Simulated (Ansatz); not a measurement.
C₂H₅S₂ (`[CH2]SSC`) radical. Charge 0, multiplicity 2.

```json
{"atom": "C1", "x (Å)": "-1.804", "y (Å)": "-0.380", "z (Å)": "0.727"}
{"atom": "S2", "x (Å)": "-1.252", "y (Å)": "-0.693", "z (Å)": "-0.852"}
{"atom": "S3", "x (Å)": "0.059", "y (Å)": "0.823", "z (Å)": "-1.233"}
{"atom": "C4", "x (Å)": "1.546", "y (Å)": "0.270", "z (Å)": "-0.375"}
{"atom": "H5", "x (Å)": "-2.307", "y (Å)": "-1.190", "z (Å)": "1.240"}
{"atom": "H6", "x (Å)": "-1.800", "y (Å)": "0.625", "z (Å)": "1.125"}
{"atom": "H7", "x (Å)": "1.355", "y (Å)": "0.163", "z (Å)": "0.693"}
{"atom": "H8", "x (Å)": "1.910", "y (Å)": "-0.668", "z (Å)": "-0.794"}
{"atom": "H9", "x (Å)": "2.293", "y (Å)": "1.051", "z (Å)": "-0.531"}
```

Question: What are the harmonic wavenumbers in cm⁻¹ at PBE0-D4/def2-TZVP (Ansatz, finite differences of forces, unscaled)? (Best estimate.)

Answer: Computed: 97, 155, 222, 231, 292, 409, 519, 715, 828, 914, 968, 969, 1334, 1379, 1447, 1470, 3057, 3150, 3163, 3165, 3294.

Question: Is this a minimum?

Answer: Yes, all 21 modes are real.

Question: Give the ideal-gas thermochemistry at 298.15 K and 1 bar (rigid rotor, harmonic oscillator; point group C1, symmetry number 1).

Answer: Zero-point energy 166.1 kJ/mol; H(298) − E = 185.8 kJ/mol; entropy 337.6 J/(mol·K), of which translation 165.4, rotation 108.5, vibration 57.9, electronic 5.8; G(298) − E = 85.1 kJ/mol. Modes under 100 cm⁻¹ are hindered rotations or soft bends, so the harmonic entropy is rough.

Question: Rotational constants (cm⁻¹)?

Answer: 0.2917, 0.09926, 0.08935.
